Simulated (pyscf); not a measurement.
Single points on ωB97X-D3(BJ)/def2-SVP structures (PySCF, gas phase).

### Question
H₂C=C=CH₂ (SMILES C=C=C) + H• (SMILES [H]) → •HC=C=CH₂ (SMILES [CH]=C=C) + H₂ (SMILES [H][H])
Surface: doublet. Broken: C–H. Formed: H–H. Give ΔE‡ and ΔE from ωB97M-D3(BJ)/def2-TZVP, relative to the separated reactants.

### Answer
ΔE‡ = 0.49 eV, ΔE = -0.42 eV. Zero-point energy shifts the barrier by -0.08 eV. It is a hydrogen abstraction, with an imaginary mode of 1595i cm⁻¹. This is the saddle that the search found; another between the same sides may lie lower. The angle at the transferred H is 178°.
